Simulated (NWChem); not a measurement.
# chlorine (Cl2); SMILES ClCl

```xyz
2

Cl     0.0000     0.0000     1.0215
Cl     0.0000     0.0000    -1.0215
```
Atoms are numbered in this order, from 1.

The geometry was optimised at B3LYP/6-31G* (spherical d).

**Question.** List the 4 lowest vertical singlet excitations from PBE/def2-SVP, TDA (NWChem).

**Answer.** 
```
state  energy (eV)  oscillator strength  leading excitation (squared amplitude)
-----  -----------  -------------------  --------------------------------------
S1            3.25                0.000                      HOMO → LUMO (1.00)
S2            3.25                0.000                    HOMO−1 → LUMO (1.00)
S3            5.64                0.000                    HOMO−2 → LUMO (1.00)
S4            5.64                0.000                    HOMO−3 → LUMO (1.00)
```
